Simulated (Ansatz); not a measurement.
**Cost against result**

Saddle point of CH6AlN, closed shell (CH₆AlN ([CH3][AlH][NH2]) → AlNH₂ ([NH][AlH]) + CH₄; bonds formed: C2–H4; bonds broken: Al1–C2, N3–H4), PBE0-D4/def2-TZVP structure:

```csv
atom,x (Å),y (Å),z (Å)
Al1,-0.9624,0.0166,-0.6764
C2,0.4694,0.4407,0.8963
N3,0.1166,-1.1061,-1.3149
H4,0.6319,-0.4129,-0.0654
H5,-2.2501,0.9099,-0.4787
H6,1.4547,0.1708,1.2850
H7,0.5073,1.5165,0.6956
H8,-0.2395,0.2405,1.7069
H9,0.2721,-1.7761,-2.0484
```

Barriers are electronic and count from the start structure reached by relaxing down the imaginary mode.

Program: Ansatz 0.2.0. Basis: as named in each row. Cores are frozen in the correlated methods. B3LYP uses VWN-RPA correlation. Extrapolation: Hartree–Fock as exp(−7.88 √X), correlation as X^−2.97.

Times are rough, for one single point on 2 threads of a shared host (Arm Neoverse V2).

The estimate by CCSD(T) at an estimated basis limit (MP2 extrapolated from triple and quadruple zeta, plus CCSD(T) − MP2 in triple zeta) is 312.0 kJ/mol.

```tsv
method	basis	time (s)	barrier (kJ/mol)	method less estimate
HF	STO-3G	under 1	635.9	323.9
PBE-D4	STO-3G	under 1	425.9	113.9
SPW92	def2-SVP	under 1	262.0	-50.0
B3LYP-D4	6-31G	under 1	336.9	24.9
PBE-D4	def2-SVP	under 1	278.1	-33.9
PBE0-D4	def2-SVP	under 1	307.2	-4.7
SPW92	def2-TZVPP	under 1	262.1	-49.9
CCSD(T)	def2-SVP	1	325.2	13.2
PBE-D4	def2-TZVPP	2	278.4	-33.5
BLYP-D4	def2-TZVPP	2	289.0	-23.0
BHLYP-D4	def2-TZVPP	2	339.1	27.2
PBE0-D4	def2-TZVPP	2	304.5	-7.5
B3LYP-D4	def2-TZVPP	2	309.5	-2.4
CAM-B3LYP-D4	def2-TZVPP	2	320.4	8.5
r2SCAN-D4	def2-TZVPP	3	295.8	-16.1
wB97M-V	def2-SVP	3	319.1	7.1
B2PLYP	def2-TZVPP	3	310.6	-1.3
PBE-QIDH	def2-TZVPP	3	316.4	4.5
r2SCAN0-D4	def2-TZVPP	4	314.1	2.1
RPA on PBE	def2-TZVPP	6	310.9	-1.1
wB97X-V	def2-TZVPP	6	323.1	11.2
wB97M-V	def2-TZVPP	6	316.5	4.5
B97M-V	def2-TZVPP	7	314.5	2.5
MP2	def2-QZVPP	13	303.8	-8.1
CCSD(T)	def2-TZVPP	27	315.6	3.6
```

All methods are single points on the PBE0-D4 structures.

The T1 diagnostic stays at or below 0.023.

Labels in which every atom is bracketed show which atoms are joined, not bond orders.
